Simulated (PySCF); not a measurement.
Sulfur: highly charged ions in a basis for the neutral atom

S(8+) [He] 2s2 2p4, S(9+) [He] 2s2 2p3. Computed with PySCF 2.14 in cc-pV(D+d)Z, with no relativity, point nucleus. No spin-orbit coupling, so a gap to NIST mixes the basis error with missing relativistic terms.

Changed run: basis of the neutral atom used for a highly charged ion. This setting is unsound on purpose.

```csv
species,method,sound run (hartree),changed run (hartree),converged
S(8+),UHF,not run,-364.97896,yes
S(8+),B3LYP,not run,-365.23240,yes
S(8+),M06-2X,not run,-365.24943,yes
S(9+),UHF,not run,-350.87283,yes
S(9+),B3LYP,not run,-351.03750,yes
S(9+),M06-2X,not run,-351.08378,yes
```

Ionisation energy of S(8+):

```json
{"method": "UHF", "changed run (eV)": "383.85", "NIST (eV)": "379.84 ± 0.21"}
{"method": "B3LYP", "changed run (eV)": "386.26", "NIST (eV)": "379.84 ± 0.21"}
{"method": "M06-2X", "changed run (eV)": "385.47", "NIST (eV)": "379.84 ± 0.21"}
```

The contracted functions were made for the neutral atom and can be too rigid for a highly charged ion.
